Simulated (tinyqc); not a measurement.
UHF in the sto-6g basis, for NH3+, spin multiplicity 2, step by step (part 2 of 3). Computed by tinyqc, a small Python program that keeps every step (integrals from PySCF). Command: `OMP_NUM_THREADS=1 python tinyqc.py 25514 25515 out.jsonl` (the two numbers bound the seeds that draw the settings). One thread of a shared host (Intel(R) Xeon(R) Processor @ 2.60GHz), about 0.2 s of CPU time with the checks.

Geometry (angstrom):
```
atom         x         y        z
N      0.00000   0.00000  0.02000
H      0.97400   0.00000  0.00000
H     -0.48700   0.84400  0.00000
H     -0.48700  -0.84400  0.00000
```

## Iteration 1: building the Fock matrix

D(alpha) at the start, order 1N 1s, 1N 2s, 1N 2px, 1N 2py, 1N 2pz, 2H 1s, 3H 1s, 4H 1s:
$$\begin{pmatrix}
0.72730 & -0.44839 & 0.11947 & 0.00799 & 0.34259 & 0.00161 & -0.03661 & 0.00273 \\
-0.44839 & 2.49301 & 0.08624 & 0.04950 & -0.12684 & -0.95896 & -1.01516 & -0.99547 \\
0.11947 & 0.08624 & 1.13193 & 0.50786 & 0.12195 & -0.88929 & 0.33130 & 0.69104 \\
0.00799 & 0.04950 & 0.50786 & 0.57304 & 0.09995 & 0.07026 & -0.27309 & 0.60695 \\
0.34259 & -0.12684 & 0.12195 & 0.09995 & 0.20244 & 0.08047 & -0.02820 & -0.05177 \\
0.00161 & -0.95896 & -0.88929 & 0.07026 & 0.08047 & 1.88781 & -0.16218 & -0.10923 \\
-0.03661 & -1.01516 & 0.33130 & -0.27309 & -0.02820 & -0.16218 & 1.58383 & -0.08463 \\
0.00273 & -0.99547 & 0.69104 & 0.60695 & -0.05177 & -0.10923 & -0.08463 & 1.78914
\end{pmatrix}$$

D(beta) at the start, order 1N 1s, 1N 2s, 1N 2px, 1N 2py, 1N 2pz, 2H 1s, 3H 1s, 4H 1s:
$$\begin{pmatrix}
0.69958 & -0.38458 & -0.00430 & -0.07827 & 0.33266 & 0.07519 & -0.00366 & -0.20210 \\
-0.38458 & 2.34612 & 0.37112 & 0.24805 & -0.10398 & -1.12833 & -1.09102 & -0.52399 \\
-0.00430 & 0.37112 & 0.57939 & 0.12277 & 0.07763 & -0.56079 & 0.47843 & -0.22339 \\
-0.07827 & 0.24805 & 0.12277 & 0.30466 & 0.06906 & 0.29921 & -0.17055 & -0.03035 \\
0.33266 & -0.10398 & 0.07763 & 0.06906 & 0.19888 & 0.10682 & -0.01640 & -0.12512 \\
0.07519 & -1.12833 & -0.56079 & 0.29921 & 0.10682 & 1.69250 & -0.24965 & 0.43442 \\
-0.00366 & -1.09102 & 0.47843 & -0.17055 & -0.01640 & -0.24965 & 1.54465 & 0.15886 \\
-0.20210 & -0.52399 & -0.22339 & -0.03035 & -0.12512 & 0.43442 & 0.15886 & 0.27581
\end{pmatrix}$$

core Hamiltonian H = T + V (hartree), order 1N 1s, 1N 2s, 1N 2px, 1N 2py, 1N 2pz, 2H 1s, 3H 1s, 4H 1s:
$$\begin{pmatrix}
-26.06616 & -5.69954 & -0.00002 & 0.00000 & 0.00111 & -1.64241 & -1.64082 & -1.64082 \\
-5.69954 & -7.77845 & -0.00021 & 0.00000 & 0.01184 & -3.52154 & -3.51927 & -3.51927 \\
-0.00002 & -0.00021 & -6.58000 & 0.00000 & 0.00000 & -2.60471 & 1.30116 & 1.30116 \\
0.00000 & 0.00000 & 0.00000 & -6.58000 & 0.00000 & 0.00000 & -2.25511 & 2.25511 \\
0.00111 & 0.01184 & 0.00000 & 0.00000 & -6.36931 & 0.05682 & 0.05677 & 0.05677 \\
-1.64241 & -3.52154 & -2.60471 & 0.00000 & 0.05682 & -4.76965 & -1.21011 & -1.21011 \\
-1.64082 & -3.51927 & 1.30116 & -2.25511 & 0.05677 & -1.21011 & -4.76813 & -1.20875 \\
-1.64082 & -3.51927 & 1.30116 & 2.25511 & 0.05677 & -1.21011 & -1.20875 & -4.76813
\end{pmatrix}$$

nuclear repulsion = 12.3443959 hartree

Given earlier and not repeated: Two-electron integrals (ij|kl) in chemists' order.

J_ij = sum D_kl (ij|kl) with D = D(alpha) + D(beta), K_ij = sum D_kl (ik|jl) for each spin; F = H + J - K(s); E = tr D H + tr D J / 2 - 0.5 sum_s tr D(s) K(s) + E_nn.

Coulomb J (hartree), order 1N 1s, 1N 2s, 1N 2px, 1N 2py, 1N 2pz, 2H 1s, 3H 1s, 4H 1s:
$$\begin{pmatrix}
10.77419 & 1.95460 & 0.03501 & 0.02957 & 0.01351 & 0.57812 & 0.57467 & 0.56994 \\
1.95460 & 5.60548 & 0.17157 & 0.18654 & -0.03652 & 2.69150 & 2.63687 & 2.50465 \\
0.03501 & 0.17157 & 5.68304 & 0.04337 & 0.02262 & 2.31714 & -1.03146 & -0.99141 \\
0.02957 & 0.18654 & 0.04337 & 5.63254 & 0.01562 & 0.08142 & 1.96584 & -1.73371 \\
0.01351 & -0.03652 & 0.02262 & 0.01562 & 5.50088 & -0.05397 & -0.05950 & -0.06501 \\
0.57812 & 2.69150 & 2.31714 & 0.08142 & -0.05397 & 4.56119 & 0.92802 & 0.88318 \\
0.57467 & 2.63687 & -1.03146 & 1.96584 & -0.05950 & 0.92802 & 4.39235 & 0.87222 \\
0.56994 & 2.50465 & -0.99141 & -1.73371 & -0.06501 & 0.88318 & 0.87222 & 3.97870
\end{pmatrix}$$

exchange K(alpha) (hartree), order 1N 1s, 1N 2s, 1N 2px, 1N 2py, 1N 2pz, 2H 1s, 3H 1s, 4H 1s:
$$\begin{pmatrix}
2.65201 & 0.17853 & 0.15976 & 0.03522 & 0.31075 & 0.04316 & -0.03918 & -0.04090 \\
0.17853 & 0.64142 & 0.18219 & 0.17378 & -0.01946 & 0.35796 & 0.26549 & 0.19454 \\
0.15976 & 0.18219 & 0.59724 & 0.26722 & 0.11807 & 0.35551 & 0.01340 & -0.06902 \\
0.03522 & 0.17378 & 0.26722 & 0.48581 & 0.07584 & 0.18381 & 0.30366 & -0.17515 \\
0.31075 & -0.01946 & 0.11807 & 0.07584 & 0.34251 & 0.03259 & -0.03090 & -0.08348 \\
0.04316 & 0.35796 & 0.35551 & 0.18381 & 0.03259 & 0.75854 & 0.12929 & 0.06431 \\
-0.03918 & 0.26549 & 0.01340 & 0.30366 & -0.03090 & 0.12929 & 0.63304 & 0.00735 \\
-0.04090 & 0.19454 & -0.06902 & -0.17515 & -0.08348 & 0.06431 & 0.00735 & 0.56769
\end{pmatrix}$$

exchange K(beta) (hartree), order 1N 1s, 1N 2s, 1N 2px, 1N 2py, 1N 2pz, 2H 1s, 3H 1s, 4H 1s:
$$\begin{pmatrix}
2.55732 & 0.16775 & 0.10928 & 0.01635 & 0.30437 & 0.03942 & -0.03208 & -0.06418 \\
0.16775 & 0.59108 & 0.22029 & 0.17616 & -0.01563 & 0.34583 & 0.23583 & 0.16074 \\
0.10928 & 0.22029 & 0.45145 & 0.23707 & 0.10196 & 0.35718 & 0.06619 & -0.09390 \\
0.01635 & 0.17616 & 0.23707 & 0.44316 & 0.07253 & 0.18264 & 0.29688 & -0.11565 \\
0.30437 & -0.01563 & 0.10196 & 0.07253 & 0.32306 & 0.03406 & -0.02471 & -0.09172 \\
0.03942 & 0.34583 & 0.35718 & 0.18264 & 0.03406 & 0.73659 & 0.12173 & 0.06413 \\
-0.03208 & 0.23583 & 0.06619 & 0.29688 & -0.02471 & 0.12173 & 0.58798 & 0.02409 \\
-0.06418 & 0.16074 & -0.09390 & -0.11565 & -0.09172 & 0.06413 & 0.02409 & 0.23996
\end{pmatrix}$$

F(alpha) (hartree), order 1N 1s, 1N 2s, 1N 2px, 1N 2py, 1N 2pz, 2H 1s, 3H 1s, 4H 1s:
$$\begin{pmatrix}
-17.94397 & -3.92347 & -0.12477 & -0.00565 & -0.29612 & -1.10745 & -1.02697 & -1.02998 \\
-3.92347 & -2.81438 & -0.01083 & 0.01276 & -0.00522 & -1.18800 & -1.14790 & -1.20916 \\
-0.12477 & -0.01083 & -1.49420 & -0.22385 & -0.09545 & -0.64308 & 0.25631 & 0.37877 \\
-0.00565 & 0.01276 & -0.22385 & -1.43327 & -0.06022 & -0.10238 & -0.59292 & 0.69654 \\
-0.29612 & -0.00522 & -0.09545 & -0.06022 & -1.21094 & -0.02974 & 0.02817 & 0.07524 \\
-1.10745 & -1.18800 & -0.64308 & -0.10238 & -0.02974 & -0.96700 & -0.41137 & -0.39124 \\
-1.02697 & -1.14790 & 0.25631 & -0.59292 & 0.02817 & -0.41137 & -1.00881 & -0.34388 \\
-1.02998 & -1.20916 & 0.37877 & 0.69654 & 0.07524 & -0.39124 & -0.34388 & -1.35712
\end{pmatrix}$$

F(beta) (hartree), order 1N 1s, 1N 2s, 1N 2px, 1N 2py, 1N 2pz, 2H 1s, 3H 1s, 4H 1s:
$$\begin{pmatrix}
-17.84929 & -3.91269 & -0.07429 & 0.01322 & -0.28975 & -1.10371 & -1.03407 & -1.00670 \\
-3.91269 & -2.76405 & -0.04893 & 0.01038 & -0.00905 & -1.17587 & -1.11824 & -1.17537 \\
-0.07429 & -0.04893 & -1.34841 & -0.19370 & -0.07934 & -0.64475 & 0.20351 & 0.40366 \\
0.01322 & 0.01038 & -0.19370 & -1.39062 & -0.05691 & -0.10121 & -0.58615 & 0.63705 \\
-0.28975 & -0.00905 & -0.07934 & -0.05691 & -1.19149 & -0.03121 & 0.02198 & 0.08349 \\
-1.10371 & -1.17587 & -0.64475 & -0.10121 & -0.03121 & -0.94505 & -0.40382 & -0.39106 \\
-1.03407 & -1.11824 & 0.20351 & -0.58615 & 0.02198 & -0.40382 & -0.96376 & -0.36062 \\
-1.00670 & -1.17537 & 0.40366 & 0.63705 & 0.08349 & -0.39106 & -0.36062 & -1.02940
\end{pmatrix}$$

total energy of this density = -37.5384923 hartree

## Iteration 1: diagonalisation and new density

X, order 1N 1s, 1N 2s, 1N 2px, 1N 2py, 1N 2pz, 2H 1s, 3H 1s, 4H 1s:
$$\begin{pmatrix}
-0.29268 & 0.00061 & 0.00000 & 0.97661 & 0.12246 & -0.00009 & 0.00000 & 0.13400 \\
1.53839 & -0.00244 & 0.00000 & -0.00933 & 0.01573 & -0.00020 & 0.00000 & 0.42439 \\
0.00238 & 1.10121 & 0.00000 & -0.00002 & 0.00000 & 0.63307 & 0.00000 & 0.00017 \\
0.00000 & 0.00000 & 1.10119 & 0.00000 & 0.00000 & 0.00000 & 0.63296 & 0.00000 \\
-0.02584 & 0.00004 & 0.00000 & -0.12829 & 0.99160 & 0.00000 & 0.00000 & -0.00710 \\
-0.69164 & -1.07039 & 0.00000 & -0.14347 & -0.01801 & 0.43362 & 0.00000 & 0.29696 \\
-0.68825 & 0.53688 & -0.92769 & -0.14358 & -0.01802 & -0.21699 & 0.37567 & 0.29673 \\
-0.68825 & 0.53688 & 0.92769 & -0.14358 & -0.01802 & -0.21699 & -0.37567 & 0.29673
\end{pmatrix}$$

Diagonalise F' = X^T F X, C = X C', fill 5 alpha and 4 beta electrons from the bottom; D(s) = C_occ C_occ^T. Each column has its largest component positive (the first on a tie).

F' = X^T F X (alpha) (hartree):
$$\begin{pmatrix}
-1.09759 & 0.13697 & 0.14600 & 1.46491 & 0.23080 & -0.02601 & -0.03560 & -0.31841 \\
0.13697 & -0.61070 & -0.15778 & -0.02855 & -0.02171 & -0.41760 & -0.02384 & -0.06123 \\
0.14600 & -0.15778 & -0.54772 & 0.03800 & -0.01876 & -0.07955 & -0.19041 & -0.10918 \\
1.46491 & -0.02855 & 0.03800 & -16.22436 & -2.23562 & -0.10490 & -0.01333 & -4.34564 \\
0.23080 & -0.02171 & -0.01876 & -2.23562 & -1.53618 & -0.10980 & -0.05738 & -0.60326 \\
-0.02601 & -0.41760 & -0.07955 & -0.10490 & -0.10980 & -1.30091 & -0.19284 & 0.00083 \\
-0.03560 & -0.02384 & -0.19041 & -0.01333 & -0.05738 & -0.19284 & -1.42427 & 0.05003 \\
-0.31841 & -0.06123 & -0.10918 & -4.34564 & -0.60326 & 0.00083 & 0.05003 & -2.91549
\end{pmatrix}$$

orbital energies (alpha) (hartree): MO1 -17.95278, MO2 -2.10257, MO3 -1.71389, MO4 -1.28418, MO5 -1.17808, MO6 -0.78731, MO7 -0.33108, MO8 -0.30734

coefficients C (alpha), order 1N 1s, 1N 2s, 1N 2px, 1N 2py, 1N 2pz, 2H 1s, 3H 1s, 4H 1s:
$$\begin{pmatrix}
1.00242 & -0.23569 & -0.03248 & -0.00156 & -0.03259 & 0.06570 & 0.01704 & 0.07253 \\
-0.01035 & 1.17790 & 0.11099 & -0.06807 & 0.10644 & -0.70223 & -0.21335 & -0.76980 \\
0.00804 & -0.07250 & 0.74379 & 0.68874 & -0.28875 & 0.18392 & 0.53433 & -0.42169 \\
0.00082 & -0.04216 & 0.60553 & -0.53517 & -0.05519 & 0.63326 & -0.66727 & -0.33027 \\
0.01773 & -0.07974 & 0.19691 & 0.15092 & 0.96376 & 0.05064 & 0.02819 & 0.00578 \\
-0.00209 & -0.08882 & -0.03204 & -0.04983 & 0.03377 & 0.00376 & -0.59893 & 1.24497 \\
-0.00173 & -0.13118 & 0.06191 & -0.13701 & -0.03401 & 0.17122 & 1.25507 & 0.52371 \\
-0.00095 & -0.09412 & -0.04782 & 0.34418 & -0.09871 & 1.31720 & -0.16059 & -0.13997
\end{pmatrix}$$

F' = X^T F X (beta) (hartree):
$$\begin{pmatrix}
-0.95346 & 0.00309 & -0.00333 & 1.46289 & 0.22224 & -0.02918 & 0.05322 & -0.35648 \\
0.00309 & -0.34872 & 0.07373 & 0.01042 & 0.00341 & -0.36446 & -0.11364 & -0.02604 \\
-0.00333 & 0.07373 & -0.28176 & 0.05511 & 0.00056 & -0.05963 & -0.31377 & -0.04327 \\
1.46289 & 0.01042 & 0.05511 & -16.13313 & -2.22047 & -0.06476 & 0.00717 & -4.34441 \\
0.22224 & 0.00341 & 0.00056 & -2.22047 & -1.51418 & -0.09612 & -0.05821 & -0.60308 \\
-0.02918 & -0.36446 & -0.05963 & -0.06476 & -0.09612 & -1.21708 & -0.16742 & -0.03313 \\
0.05322 & -0.11364 & -0.31377 & 0.00717 & -0.05821 & -0.16742 & -1.31834 & 0.00845 \\
-0.35648 & -0.02604 & -0.04327 & -4.34441 & -0.60308 & -0.03313 & 0.00845 & -2.84970
\end{pmatrix}$$

orbital energies (beta) (hartree): MO1 -17.85723, MO2 -2.04577, MO3 -1.60004, MO4 -1.19713, MO5 -1.14460, MO6 -0.36895, MO7 -0.30352, MO8 -0.09912

coefficients C (beta), order 1N 1s, 1N 2s, 1N 2px, 1N 2py, 1N 2pz, 2H 1s, 3H 1s, 4H 1s:
$$\begin{pmatrix}
1.00217 & -0.23707 & -0.00745 & 0.01844 & -0.02771 & -0.10242 & -0.01331 & -0.00258 \\
-0.00857 & 1.17011 & -0.00599 & -0.06054 & 0.07265 & 1.07173 & 0.11287 & 0.08683 \\
0.00290 & 0.03895 & 0.63501 & -0.48265 & -0.55335 & -0.13450 & 0.58468 & 0.55641 \\
-0.00239 & 0.00233 & 0.64934 & 0.59020 & 0.23161 & 0.03030 & -0.60802 & 0.64732 \\
0.01739 & -0.06513 & 0.22500 & -0.55994 & 0.79327 & -0.04084 & 0.01897 & 0.02104 \\
0.00022 & -0.10196 & 0.02875 & -0.01746 & 0.00526 & -0.59680 & -0.91519 & -0.84613 \\
-0.00129 & -0.12651 & 0.09786 & 0.12846 & 0.01880 & -0.79910 & 1.02606 & -0.43121 \\
-0.00568 & -0.06170 & -0.08996 & 0.01537 & -0.01223 & -0.85375 & -0.31001 & 1.04040
\end{pmatrix}$$

D(alpha) after iteration 1, order 1N 1s, 1N 2s, 1N 2px, 1N 2py, 1N 2pz, 2H 1s, 3H 1s, 4H 1s:
$$\begin{pmatrix}
1.06251 & -0.29496 & 0.00933 & -0.00628 & -0.00147 & 0.01886 & 0.02849 & 0.02547 \\
-0.29496 & 1.41584 & -0.08055 & 0.04809 & 0.02006 & -0.10117 & -0.14192 & -0.15010 \\
0.00933 & -0.08055 & 1.11628 & 0.10080 & -0.02195 & -0.06148 & -0.02900 & 0.23679 \\
-0.00628 & 0.04809 & 0.10080 & 0.65790 & -0.01135 & 0.00914 & 0.11822 & -0.20373 \\
-0.00147 & 0.02006 & -0.02195 & -0.01135 & 0.99706 & 0.02576 & -0.03084 & -0.04512 \\
0.01886 & -0.10117 & -0.06148 & 0.00914 & 0.02576 & 0.01254 & 0.01535 & -0.01059 \\
0.02849 & -0.14192 & -0.02900 & 0.11822 & -0.03084 & 0.01535 & 0.04097 & -0.03441 \\
0.02547 & -0.15010 & 0.23679 & -0.20373 & -0.04512 & -0.01059 & -0.03441 & 0.13935
\end{pmatrix}$$

D(beta) after iteration 1, order 1N 1s, 1N 2s, 1N 2px, 1N 2py, 1N 2pz, 2H 1s, 3H 1s, 4H 1s:
$$\begin{pmatrix}
1.06094 & -0.28706 & -0.01996 & 0.00310 & 0.02086 & 0.02386 & 0.03034 & 0.00989 \\
-0.28706 & 1.37293 & 0.07097 & -0.03687 & -0.04380 & -0.11842 & -0.15639 & -0.07254 \\
-0.01996 & 0.07097 & 0.63771 & 0.12756 & 0.41065 & 0.02271 & -0.00479 & -0.06696 \\
0.00310 & -0.03687 & 0.12756 & 0.76999 & -0.18458 & 0.00812 & 0.13906 & -0.04947 \\
0.02086 & -0.04380 & 0.41065 & -0.18458 & 0.36871 & 0.02289 & -0.04169 & -0.02493 \\
0.02386 & -0.11842 & 0.02271 & 0.00812 & 0.02289 & 0.01153 & 0.01347 & 0.00344 \\
0.03034 & -0.15639 & -0.00479 & 0.13906 & -0.04169 & 0.01347 & 0.04208 & 0.00098 \\
0.00989 & -0.07254 & -0.06696 & -0.04947 & -0.02493 & 0.00344 & 0.00098 & 0.01217
\end{pmatrix}$$

## Iteration 2: building the Fock matrix

As before.

Coulomb J (hartree), order 1N 1s, 1N 2s, 1N 2px, 1N 2py, 1N 2pz, 2H 1s, 3H 1s, 4H 1s:
$$\begin{pmatrix}
15.07251 & 2.64404 & -0.00214 & 0.00032 & -0.00255 & 0.78000 & 0.77952 & 0.77965 \\
2.64404 & 6.84501 & -0.01924 & -0.00067 & -0.01605 & 3.01128 & 3.02548 & 3.03377 \\
-0.00214 & -0.01924 & 6.84876 & 0.01700 & 0.03491 & 2.39284 & -1.21113 & -1.22254 \\
0.00032 & -0.00067 & 0.01700 & 6.85884 & -0.01611 & 0.00450 & 2.09346 & -2.10567 \\
-0.00255 & -0.01605 & 0.03491 & -0.01611 & 6.82743 & -0.04505 & -0.06428 & -0.05665 \\
0.78000 & 3.01128 & 2.39284 & 0.00450 & -0.04505 & 4.40272 & 1.00868 & 1.00885 \\
0.77952 & 3.02548 & -1.21113 & 2.09346 & -0.06428 & 1.00868 & 4.46216 & 1.01239 \\
0.77965 & 3.03377 & -1.22254 & -2.10567 & -0.05665 & 1.00885 & 1.01239 & 4.49597
\end{pmatrix}$$

exchange K(alpha) (hartree), order 1N 1s, 1N 2s, 1N 2px, 1N 2py, 1N 2pz, 2H 1s, 3H 1s, 4H 1s:
$$\begin{pmatrix}
4.29724 & 0.67745 & -0.00136 & 0.00051 & 0.00000 & 0.21138 & 0.21156 & 0.21168 \\
0.67745 & 1.22116 & -0.01782 & 0.00543 & 0.00023 & 0.50988 & 0.51806 & 0.52742 \\
-0.00136 & -0.01782 & 1.01652 & 0.03447 & 0.00008 & 0.33580 & -0.18359 & -0.15481 \\
0.00051 & 0.00543 & 0.03447 & 0.93536 & -0.00439 & 0.01711 & 0.31890 & -0.36123 \\
0.00000 & 0.00023 & 0.00008 & -0.00439 & 1.02448 & -0.00200 & -0.01636 & -0.01709 \\
0.21138 & 0.50988 & 0.33580 & 0.01711 & -0.00200 & 0.37226 & 0.16104 & 0.17281 \\
0.21156 & 0.51806 & -0.18359 & 0.31890 & -0.01636 & 0.16104 & 0.42927 & 0.12813 \\
0.21168 & 0.52742 & -0.15481 & -0.36123 & -0.01709 & 0.17281 & 0.12813 & 0.47374
\end{pmatrix}$$

exchange K(beta) (hartree), order 1N 1s, 1N 2s, 1N 2px, 1N 2py, 1N 2pz, 2H 1s, 3H 1s, 4H 1s:
$$\begin{pmatrix}
4.27321 & 0.64577 & -0.00546 & 0.00199 & 0.00673 & 0.19941 & 0.20300 & 0.20175 \\
0.64577 & 1.06846 & 0.03081 & -0.00852 & -0.04731 & 0.46145 & 0.44850 & 0.47190 \\
-0.00546 & 0.03081 & 0.74430 & 0.09750 & 0.31144 & 0.27969 & -0.09399 & -0.17007 \\
0.00199 & -0.00852 & 0.09750 & 0.90051 & -0.13758 & 0.03551 & 0.29446 & -0.31465 \\
0.00673 & -0.04731 & 0.31144 & -0.13758 & 0.52944 & 0.09166 & -0.13339 & -0.04411 \\
0.19941 & 0.46145 & 0.27969 & 0.03551 & 0.09166 & 0.33648 & 0.15959 & 0.13907 \\
0.20300 & 0.44850 & -0.09399 & 0.29446 & -0.13339 & 0.15959 & 0.37345 & 0.12558 \\
0.20175 & 0.47190 & -0.17007 & -0.31465 & -0.04411 & 0.13907 & 0.12558 & 0.40479
\end{pmatrix}$$

F(alpha) (hartree), order 1N 1s, 1N 2s, 1N 2px, 1N 2py, 1N 2pz, 2H 1s, 3H 1s, 4H 1s:
$$\begin{pmatrix}
-15.29089 & -3.73295 & -0.00080 & -0.00019 & -0.00144 & -1.07380 & -1.07286 & -1.07285 \\
-3.73295 & -2.15460 & -0.00163 & -0.00611 & -0.00443 & -1.02014 & -1.01185 & -1.01293 \\
-0.00080 & -0.00163 & -0.74776 & -0.01747 & 0.03483 & -0.54767 & 0.27362 & 0.23343 \\
-0.00019 & -0.00611 & -0.01747 & -0.65653 & -0.01172 & -0.01261 & -0.48054 & 0.51067 \\
-0.00144 & -0.00443 & 0.03483 & -0.01172 & -0.56635 & 0.01377 & 0.00884 & 0.01721 \\
-1.07380 & -1.02014 & -0.54767 & -0.01261 & 0.01377 & -0.73919 & -0.36247 & -0.37406 \\
-1.07286 & -1.01185 & 0.27362 & -0.48054 & 0.00884 & -0.36247 & -0.73524 & -0.32449 \\
-1.07285 & -1.01293 & 0.23343 & 0.51067 & 0.01721 & -0.37406 & -0.32449 & -0.74591
\end{pmatrix}$$

F(beta) (hartree), order 1N 1s, 1N 2s, 1N 2px, 1N 2py, 1N 2pz, 2H 1s, 3H 1s, 4H 1s:
$$\begin{pmatrix}
-15.26686 & -3.70127 & 0.00330 & -0.00167 & -0.00817 & -1.06182 & -1.06430 & -1.06293 \\
-3.70127 & -2.00189 & -0.05026 & 0.00785 & 0.04310 & -0.97170 & -0.94230 & -0.95740 \\
0.00330 & -0.05026 & -0.47554 & -0.08050 & -0.27653 & -0.49157 & 0.18402 & 0.24869 \\
-0.00167 & 0.00785 & -0.08050 & -0.62167 & 0.12147 & -0.03101 & -0.45610 & 0.46409 \\
-0.00817 & 0.04310 & -0.27653 & 0.12147 & -0.07131 & -0.07990 & 0.12588 & 0.04423 \\
-1.06182 & -0.97170 & -0.49157 & -0.03101 & -0.07990 & -0.70341 & -0.36102 & -0.34032 \\
-1.06430 & -0.94230 & 0.18402 & -0.45610 & 0.12588 & -0.36102 & -0.67943 & -0.32194 \\
-1.06293 & -0.95740 & 0.24869 & 0.46409 & 0.04423 & -0.34032 & -0.32194 & -0.67695
\end{pmatrix}$$

total energy of this density = -54.9199604 hartree
